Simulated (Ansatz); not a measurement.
This geometry of BH5N2 + H (9 atoms, charge 0, multiplicity 2) is a first-order saddle point.

Method: UKS CAM-B3LYP/def2-SVP (Ansatz 0.2.0).

```xyz
9
Properties=species:S:1:pos:R:3
B 0.003 -0.011 -0.167
H 0.015 -0.435 1.443
N 1.253 0.083 -0.787
H 2.114 -0.095 -0.290
H 1.391 0.332 -1.761
N -1.262 0.205 -0.725
H -2.111 0.111 -0.185
H -1.423 0.468 -1.692
H 0.020 -0.657 2.293
```

(1) Which two structures does it join? (They come from a converged band through this point; their orientation in space is the band's.)

(2) How far does it lie above each of them?

## Answers

(1) Bonds broken: B1–H2. Bonds formed: H2–H9. BH5N2 + H becomes BH4N2 + H2.

First end point:

```xyz
9
Properties=species:S:1:pos:R:3
B 0.016 -0.159 -0.247
H 0.027 -0.651 0.859
N 1.251 0.072 -0.889
H 2.131 -0.159 -0.452
H 1.349 0.478 -1.811
N -1.231 0.153 -0.828
H -2.102 -0.021 -0.349
H -1.346 0.565 -1.745
H -0.095 -0.277 3.592
```

Last end point:

```xyz
9
Properties=species:S:1:pos:R:3
B -0.297 -0.631 -1.066
H 0.847 -0.134 2.151
N 0.898 -0.139 -0.523
H 1.689 -0.735 -0.321
H 1.094 0.849 -0.385
N -1.430 0.095 -1.446
H -2.259 -0.347 -1.816
H -1.510 1.105 -1.367
H 0.969 -0.065 2.902
```

(2) 8.8 kcal/mol above the first and 5.1 kcal/mol above the second. This is the barrier of this one path; another mechanism may lie lower.

The run took 4 min on 4 threads of Intel(R) Xeon(R) Platinum 8259CL CPU @ 2.50GHz (Skylake/Cascade Lake), with other jobs on the host, peak memory 0.23 GiB.
